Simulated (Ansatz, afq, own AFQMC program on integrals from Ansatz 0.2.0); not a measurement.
H2Cl, doublet in cc-pVTZ, levels against CCSDT(Q)

```xyz
3

Cl    0.0000    0.0000   -1.1976
H     0.0000    0.0000    0.0812
H     0.0000    0.0000    1.1164
```

Basis cc-pVTZ. Noble-gas cores (and the filled d shells of Ga–Kr and In–Xe) are frozen. AFQMC by an in-house program on the Cholesky factors that Ansatz 0.2.0 writes for its CCSD(T) run. ph-AFQMC/CISD is guided by a CISD state made of CCSD amplitudes; releasing the constraint for a short imaginary time cuts its bias at the price of noise, slowly where states lie close. Uncertainties: one standard error, sampling alone.

Determinant: UHF, the one that the program's search chose, which needn't be the lowest solution. The geometry is a point of a scan.

No full CI on the walks' own integrals is used here; CCSDT(Q) serves as the reference and is uncertain by about the last step of the cluster series.

The T1 diagnostic is 0.0112, the weight of the determinant in the CISD state is 0.913 and the ⟨S²⟩ of the determinant is 0.766. The size of the correlated space is 9 electrons in 57 orbitals.

Estimate: order these by the size of their error in total energy against CCSDT(Q), smallest first.
A. MP2
B. CCSD
C. CCSD(T)
D. AFQMC with the constraint released

D (0.04 ± 0.11 mEh), C (0.93 mEh), B (9.29 mEh), A (31.48 mEh).

Reference: CCSDT(Q), correlation energy -6.603 eV. The released energy is read at 2.40 1/Eh (meV from the phaseless value at times in 1/Eh: -4.0 ± 2.3 at 0.24, -6.4 ± 2.3 at 0.51, -9.5 ± 2.0 at 0.99, -11 ± 3 at 1.62, -9 ± 3 at 2.40).

A walk keeps the symmetry of its determinant, which the program's search chose and which needn't be the lowest solution, so a lower state of the same spin and another symmetry isn't excluded. Released energies are given only where the last usable release times agree within the noise; a slower fall can still hide under it.
